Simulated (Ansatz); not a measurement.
Several settings on one geometry of [B2H7]- (B2H7⁻) (that of the charge -1 singlet, PBE0-D4/def2-TZVPD). Ansatz on 4 threads of Arm Neoverse V1 on a shared host; times are rough.

Cartesian coordinates in Å:
```
B 0.868 0.359 -0.649
H -0.170 0.597 0.119
B -0.859 -0.390 0.643
H 0.773 1.422 -1.249
H 1.832 0.320 0.090
H 0.755 -0.597 -1.380
H -1.750 -0.630 -0.148
H -1.242 0.272 1.600
H -0.208 -1.353 0.976
```

Totals from different functionals, basis sets or treatments of relativity can't be compared as stabilities.

B3LYP takes the VWN-RPA correlation.

Question: Give the basis size and estimate the energy, ⟨S²⟩ and time of these runs.

```tsv
run	method	charge	state	further keys
1	RKS B3LYP/def2-TZVPD	-1	singlet	scf: {omitted_lower_state_checks: [starts]}; forces asked
2	RKS B97M-V/def2-TZVP	-1	singlet	scf: {omitted_lower_state_checks: [starts]}
3	RKS r2SCAN0/6-31G	-1	singlet	fitting: {mean_field: cc-pVTZ-jkfit}; scf: {lower_state_search: off}
```

Answer: 
```json
{"run": "1", "functions": "137", "energy (Eh)": "-53.9553", "⟨S²⟩": "–", "wall time": "1.1 s"}
{"run": "2", "functions": "104", "energy (Eh)": "-53.9497", "⟨S²⟩": "–", "wall time": "1.9 s"}
{"run": "3", "functions": "32", "energy (Eh)": "-53.8387", "⟨S²⟩": "–", "wall time": "0.45 s"}
```

The highest occupied level of an anion often lies above zero with these methods, and sets without diffuse functions describe the outer electron poorly.
